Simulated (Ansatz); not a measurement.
Start from `B[SiH2]F` and change one atom or group to get `F[SiH3]`.

Ansatz, PBE0-D4/def2-TZVP geometries, multiplicity 1. 

| property | `B[SiH2]F` |
| --- | --- |
| size of the dipole moment (ωB97M-V/def2-TZVPP) / D | 1.41 |
| ideal-gas entropy at 298 K and 1 bar (rigid rotor, harmonic PBE0-D4/def2-TZVP) / J/(mol·K) | 289 |
| HOMO energy (B3LYP/def2-TZVPP) / eV | -8.34 |
| vertical ionisation energy (CCSD(T)/CBS(def2)) / eV | 11.21 |
| LUMO energy (PBE0/def2-TZVPP) / eV | -2.70 |
| zero-point energy (PBE0-D4/def2-TZVP) / kJ/mol | 102.9 |

Problem. What does the change do to each property? (An estimate is asked.)

Solution. Computed: 
```tsv
property	`F[SiH3]`	shift
size of the dipole moment (ωB97M-V/def2-TZVPP) / D	1.24	-0.17
ideal-gas entropy at 298 K and 1 bar (rigid rotor, harmonic PBE0-D4/def2-TZVP) / J/(mol·K)	239	-50
HOMO energy (B3LYP/def2-TZVPP) / eV	-9.58	-1.24
vertical ionisation energy (CCSD(T)/CBS(def2)) / eV	12.92	1.71
LUMO energy (PBE0/def2-TZVPP) / eV	-0.13	2.57
zero-point energy (PBE0-D4/def2-TZVP) / kJ/mol	71.7	-31.2
```

With PBE0 the HOMO falls by 1.25 eV and the LUMO rises by 2.57 eV, so the gap widens by about 3.82 eV. PBE moves the HOMO by -1.08 eV and ωB97M-V by -1.35 eV. The zero-point energy changes by -31.2 kJ/mol with -6 modes. Dipoles are sizes alone; their direction can turn.

B3LYP here is the variant with VWN-RPA as its local correlation; programs differ in this.
